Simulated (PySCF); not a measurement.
A search over the determinants of NaC

Unrestricted PBE0; basis Na def2-TZVP, C def2-TZVP; no relativity; PySCF 2.14. Outer shells of the fragments: Na 3s1; C 2s2 2p2.

Followed along the bond (rough minima from three points):

| 2Ms+1 | unpaired | ⟨S²⟩ at the start | R at minimum (Å) | Te (eV) |
| --- | --- | --- | --- | --- |
| 4 | σ ↑, π ↑↑ | 3.75 | 2.23 | 0.00 |
| 2 | σ ↓, π ↑↑ | 1.76 | 2.27 | 0.70 |
| 2 | σ ↑, π ↑↓ | 1.76 | 2.25 | 0.70 |
| 2 | π ↑ | 0.85 | none in the scan | ≤ 1.29 |

Solutions found at the starting distance of 2.285 Å, counted from the lowest of them; the search is not exhaustive and high or unbound solutions are not listed, so other states can lie among these:

```
2Ms+1   unpaired   term  E (eV)  ⟨S²⟩  ⟨Lz²⟩  μ (D)
    4  σ ↑, π ↑↑    ⁴Σ⁻    0.00  3.75   0.00  -7.67
    2  σ ↓, π ↑↑  mixed    0.69  1.76   0.00  -7.26
    2  σ ↑, π ↑↓  mixed    0.70  1.76   2.01  -7.54
    2        π ↑     ²Π    1.33  0.85   1.00  -5.32
    2        σ ↑  mixed    1.91  0.75   2.00  -7.42
    2        π ↑     ²Π    2.36  0.76   1.02  -7.71
    4  σ ↑↑, π ↑     ⁴Π    2.54  3.75   1.00   3.31
    4  σ ↑, π ↑↑  mixed    4.11  3.75   2.00   1.48
    4      π ↑↑↑     ⁴Π    4.46  3.76   1.00   1.51
```

A term symbol is given only where ⟨S²⟩ and ⟨Lz²⟩ are close to those of a pure state; real π, δ and φ orbitals otherwise mix terms. A positive dipole means Na(−)C(+).
